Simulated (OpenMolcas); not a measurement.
**One shape, several levels: triplet BSiH5**

Wanted: a comparison of 6 runs (UHF/def2-TZVP, UB3LYP/6-31G*, UM06-2X/def2-TZVP, UM06-L/def2-TZVP, UTPSS/def2-TZVP) of triplet BSiH5. 

The calculation is run with OpenMolcas 26.06.

### 1 The system as given

The species is BSiH5 (7 atoms), meant as a triplet with charge 0. As SMILES of the parent species, `B[SiH3]`. Geometry: relaxed at PBE0-D4/def2-TZVP. That shape belongs to the parent species and isn't relaxed for this state.

Bond lengths: B1–Si2 2.010 Å, B1–H3 1.196 Å, B1–H4 1.195 Å, Si2–H5 1.492 Å, Si2–H6 1.492 Å, Si2–H7 1.487 Å. Angles: B1–Si2–H5 108.8°, B1–Si2–H6 108.8°, B1–Si2–H7 115.1°, Si2–B1–H3 118.9°, Si2–B1–H4 123.6°, H5–Si2–H6 107.3°, H5–Si2–H7 108.3°, H6–Si2–H7 108.3°, H3–B1–H4 117.5°.

### 2 The energy at UHF/def2-TZVP (run 1)

Input file job.inp:

```
>>> EXPORT MOLCAS_PRINT=2

&GATEWAY
 BasLib
 $CurrDir
 Coord
 7
 angstrom
 B       -0.043200      -1.189000       0.204300
 Si       0.089100       0.785300      -0.148500
 H       -1.126000      -1.690600       0.290100
 H        0.906400      -1.902500       0.335400
 H       -0.616000       1.093400      -1.427200
 H       -0.623600       1.516700       0.939600
 H        1.474500       1.318800      -0.239500
 Basis
 def2-TZVP
 Group
 NoSym

&SEWARD

&SCF
 UHF
 Spin
 3
 Thresholds
 1e-10 1e-07 1e-07 1e-05
 PrOrbitals
 1 1
```

The basis set def2-TZVP is read from a file made from the Basis Set Exchange's data (not shown).

On the command line:

```sh
$ export MOLCAS_MEM=1860
$ pymolcas job.inp > job.log
```

Output:

```text
--- Start Module: gateway ---
[...]
--- Stop Module: gateway /rc=_RC_ALL_IS_WELL_ ---
--- Start Module: seward ---
[...]
      Basis functions           98
--- Stop Module: seward /rc=_RC_ALL_IS_WELL_ ---
[...]
--- Start Module: scf ---
[...]
       Convergence after  21 Iterations
[...]
::    Total SCF energy                               -316.3811296601
[...]
      Total spin, S                                     1.0041828164
[...]
      Total electronic charge=   24.000000
      Total            charge=   -0.000000
[...]
      Dipole Moment (debye):
      Origin of the operator (angstrom)=    0.0462    0.2094   -0.0456
                   X=  2.2278E-01               Y=  1.9414E+00               Z= -3.4645E-01           Total=  1.9846E+00
      Quadrupole Moment (debye*angstrom):
[...]
--- Stop Module: scf /rc=_RC_ALL_IS_WELL_ ---
[...]
```

It took 17 s on 1 thread of Intel Xeon Platinum 8259CL at 2.50GHz (Skylake/Cascade Lake), shared host; peak memory 0.55 GiB.

### 3 A single-point energy at UB3LYP/6-31G(d) (spherical functions) (run 2)

Input file mol.inp:

```
* BH5Si Kohn-Sham DFT
>>> EXPORT MOLCAS_PRINT=2

&GATEWAY
 BasLib=$CurrDir
 Coord
 7
 angstrom
 B       -0.043200      -1.189000       0.204300
 Si       0.089100       0.785300      -0.148500
 H       -1.126000      -1.690600       0.290100
 H        0.906400      -1.902500       0.335400
 H       -0.616000       1.093400      -1.427200
 H       -0.623600       1.516700       0.939600
 H        1.474500       1.318800      -0.239500
 Basis=6-31Gs
 Group=NoSym

&SEWARD
 GridInput
 Grid=UltraFine
 End of Grid

&SCF
 UHF
 Spin=3
 KSDFT=B3LYP
 Thresholds=1e-10 1e-07 1e-07 1e-05
 PrOrbitals=1 2
```

The basis set 6-31G* is read from a file made from the Basis Set Exchange's data (not shown).

On the command line:

```sh
$ export MOLCAS_MEM=1860
$ pymolcas mol.inp > mol.log
```

Output:

```text
--- Start Module: gateway ---
[...]
--- Stop Module: gateway /rc=_RC_ALL_IS_WELL_ ---
--- Start Module: seward ---
[...]
      Basis functions           42
--- Stop Module: seward /rc=_RC_ALL_IS_WELL_ ---
[...]
--- Start Module: scf ---
[...]
       Convergence after  18 Iterations
[...]
::    Total KS-DFT energy                            -317.1694628751
[...]
      Total spin, S                                     1.0012136900
[...]
      Total electronic charge=   24.000000
      Total            charge=   -0.000000
[...]
      Dipole Moment (debye):
      Origin of the operator (angstrom)=    0.0462    0.2094   -0.0456
                   X=  1.7425E-01               Y=  1.7212E+00               Z= -3.0721E-01           Total=  1.7571E+00
      Quadrupole Moment (debye*angstrom):
[...]
--- Stop Module: scf /rc=_RC_ALL_IS_WELL_ ---
[...]
```

Wall time 25 s (1 thread of Intel Xeon Platinum 8259CL at 2.50GHz (Skylake/Cascade Lake), shared host); peak memory 0.38 GiB.

Runs 3 to 4 aren't shown in full; the table further down has their settings and results.

### 4 The energy at UM06-L/def2-TZVP (run 5)

Input file job.input:

```
&gateway
  baslib
  $CurrDir
  coord
  7
  angstrom
  B       -0.043200      -1.189000       0.204300
  Si       0.089100       0.785300      -0.148500
  H       -1.126000      -1.690600       0.290100
  H        0.906400      -1.902500       0.335400
  H       -0.616000       1.093400      -1.427200
  H       -0.623600       1.516700       0.939600
  H        1.474500       1.318800      -0.239500
  basis
  def2-TZVP
  group
  NoSym

&seward
  gridinput
  Grid=UltraFine
  End of Grid

&scf
  uhf
  spin
  3
  ksdft
  M06L
  thresholds
  1e-10 1e-07 1e-07 1e-05
  prorbitals
  1 1
```

The basis set def2-TZVP is read from a file made from the Basis Set Exchange's data (not shown).

On the command line:

```sh
$ export MOLCAS_MEM=1860
$ pymolcas job.input > job.log
```

Output:

```text
--- Start Module: gateway ---
[...]
--- Stop Module: gateway /rc=_RC_ALL_IS_WELL_ ---
--- Start Module: seward ---
[...]
      Basis functions           98
--- Stop Module: seward /rc=_RC_ALL_IS_WELL_ ---
[...]
--- Start Module: scf ---
[...]
       Convergence after  20 Iterations
[...]
::    Total KS-DFT energy                            -317.1900053285
[...]
      Total spin, S                                     1.0039237286
[...]
      Total electronic charge=   24.000000
      Total            charge=   -0.000000
[...]
      Dipole Moment (debye):
      Origin of the operator (angstrom)=    0.0462    0.2094   -0.0456
                   X=  1.6473E-01               Y=  1.7368E+00               Z= -3.1003E-01           Total=  1.7719E+00
      Quadrupole Moment (debye*angstrom):
[...]
--- Stop Module: scf /rc=_RC_ALL_IS_WELL_ ---
[...]
```

Wall time 1.9 min (1 thread of Intel Xeon Platinum 8259CL at 2.50GHz (Skylake/Cascade Lake), shared host); peak memory 0.55 GiB.

### 5 The energy at UTPSS/def2-TZVP (run 6)

Input file job.inp:

```
* BH5Si Kohn-Sham DFT

&GATEWAY
 BasLib=$CurrDir
 Coord
 7
 angstrom
 B       -0.043200      -1.189000       0.204300
 Si       0.089100       0.785300      -0.148500
 H       -1.126000      -1.690600       0.290100
 H        0.906400      -1.902500       0.335400
 H       -0.616000       1.093400      -1.427200
 H       -0.623600       1.516700       0.939600
 H        1.474500       1.318800      -0.239500
 Basis=def2-TZVP
 Group=NoSym

&SEWARD
 GridInput
 Grid=UltraFine
 End of Grid

&SCF
 UHF
 Spin=3
 KSDFT=2
 1.0 MGGA_X_TPSS
 1.0 MGGA_C_TPSS
 Thresholds=1e-10 1e-07 1e-07 1e-05
 PrOrbitals=1 2
```

The basis set def2-TZVP is read from a file made from the Basis Set Exchange's data (not shown).

On the command line:

```sh
$ export MOLCAS_MEM=1860
$ pymolcas job.inp > job.log
```

Output:

```text
--- Start Module: gateway ---
[...]
--- Stop Module: gateway /rc=_RC_ALL_IS_WELL_ ---
--- Start Module: seward ---
[...]
      Basis functions           98
--- Stop Module: seward /rc=_RC_ALL_IS_WELL_ ---
[...]
--- Start Module: scf ---
[...]
       Convergence after  18 Iterations
[...]
::    Total KS-DFT energy                            -317.2326521320
[...]
      Total spin, S                                     1.0019293898
[...]
      Total electronic charge=   24.000000
      Total            charge=   -0.000000
[...]
      Dipole Moment (debye):
      Origin of the operator (angstrom)=    0.0462    0.2094   -0.0456
                   X=  1.3247E-01               Y=  1.5909E+00               Z= -2.8405E-01           Total=  1.6215E+00
      Quadrupole Moment (debye*angstrom):
[...]
--- Stop Module: scf /rc=_RC_ALL_IS_WELL_ ---
[...]
```

Run time: 1.8 min. Hardware: 1 thread of Intel Xeon Platinum 8259CL at 2.50GHz (Skylake/Cascade Lake), shared host; peak memory 0.55 GiB.

### 6 The series

```csv
run,level,integration grid,Cartesian functions,energy (Eh),dipole moment (D),HOMO energy (eV),⟨S²⟩,wall time
1,UHF/def2-TZVP,–,no,-316.381130,1.98,-7.92,2.013,17 s
2,UB3LYP/6-31G* (spherical functions),UltraFine,no,-317.169463,1.76,-4.56,2.004,25 s
3,UB3LYP/6-31G* (Cartesian functions),UltraFine,yes,-317.171792,1.76,-4.56,2.004,28 s
4,UM06-2X/def2-TZVP,UltraFine,no,-317.136356,1.74,-5.95,2.005,2 min
5,UM06-L/def2-TZVP,UltraFine,no,-317.190005,1.77,-4.27,2.012,1.9 min
6,UTPSS/def2-TZVP,UltraFine,no,-317.232652,1.62,-4.23,2.006,1.8 min
```

### 7 What came out

| quantity | value |
| --- | --- |
| run 6: total energy | -317.23265 Eh |
| run 6: dipole moment | 1.62 D |
| run 6: HOMO energy (highest over α and β) | -4.23 eV |
| run 6: ⟨S²⟩ | 2.006 |

The dipole moment (its size) runs from 1.62 D (UTPSS/def2-TZVP) to 1.98 D (UHF/def2-TZVP). Totals of different functionals can't be ranked against each other. All runs together took 6.8 min, the longest 2 min.
